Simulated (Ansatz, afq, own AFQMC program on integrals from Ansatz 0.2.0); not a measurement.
# SiO, triplet → SiO, quintet

```xyz
2

Si    0.0000    0.0000    0.0000
O     0.0000    0.0000    1.7235
```

E(quintet, charge +0) − E(triplet, charge +0) at this geometry, on UHF and UHF determinants.

Basis 6-31G. Noble-gas cores (and the filled d shells of Ga–Kr and In–Xe) are frozen. Integrals, coupled cluster, full CI and functionals: Ansatz 0.2.0; the random walks run on the same integrals in our own AFQMC program. ph-AFQMC/CISD is guided by a CISD state made of CCSD amplitudes; releasing the constraint for a short imaginary time cuts its bias at the price of noise, slowly where states lie close. Uncertainties: one standard error, sampling alone. The errors of all members are added in quadrature.

Full CI on the same integrals is exact in this basis and with this determinant's frozen core.

Errors are counted within 6-31G, not against nature.

Cautions: SiO (triplet): another spin lies lower, the CCSDT(Q) amplitudes may be one of several solutions (largest double 0.69), the CCSDTQ amplitudes may be one of several solutions (largest double 0.75), the released energy hasn't reached full CI (173 meV above it at 2.40 1/Eh), so no released level is given (meV from the phaseless value at times in 1/Eh: 13 ± 9 at 0.24, 7 ± 9 at 0.51, -14 ± 11 at 0.99, -43 ± 13 at 1.62, -14 ± 13 at 2.40), the determinant fills πx and πy unequally, so it mixes two states of the linear molecule, and each level undoes that mixture to a different degree, while full CI gives the lower state, its ph-AFQMC/CISD value lies 187 ± 10 meV above full CI; SiO (quintet): another spin lies lower, the ph-AFQMC/HF walk drifts between its halves (2.1 errors), its ph-AFQMC/CISD value lies 19 ± 3 meV above full CI; core correlation is missing, and it shifts such a gap most where an s electron is promoted.

Reference (full CI): 297.0 kJ/mol.

```json
{"level": "HF", "vertical spin gap (kJ/mol)": "215.8", "error against FCI (kJ/mol)": "-81.2"}
{"level": "MP2", "vertical spin gap (kJ/mol)": "261.1", "error against FCI (kJ/mol)": "-35.9"}
{"level": "CCSD", "vertical spin gap (kJ/mol)": "272.4", "error against FCI (kJ/mol)": "-24.6"}
{"level": "CCSD(T)", "vertical spin gap (kJ/mol)": "278.3", "error against FCI (kJ/mol)": "-18.7"}
{"level": "CCSDT", "vertical spin gap (kJ/mol)": "294.3", "error against FCI (kJ/mol)": "-2.7"}
{"level": "CCSDT(Q)", "vertical spin gap (kJ/mol)": "297.9", "error against FCI (kJ/mol)": "0.9"}
{"level": "CCSDTQ", "vertical spin gap (kJ/mol)": "296.7", "error against FCI (kJ/mol)": "-0.3"}
{"level": "ph-AFQMC/HF", "vertical spin gap (kJ/mol)": "276.9 ± 3.9", "error against FCI (kJ/mol)": "-20.1 ± 3.9"}
{"level": "ph-AFQMC/CISD", "vertical spin gap (kJ/mol)": "280.8 ± 1.0", "error against FCI (kJ/mol)": "-16.2 ± 1.0"}
```

Correlation beyond CCSD(T) adds 18.7 kJ/mol. The perturbative (T) step is worth +5.9 kJ/mol. Where a determinant mixes two states, these steps and errors hold in part the undoing of that mixture, and only full CI is sure.

CCSDT and higher add their correlation energy to the determinant of the CCSD(T) run, since their own runs factorise the integrals more tightly (a shift of under 2 meV).
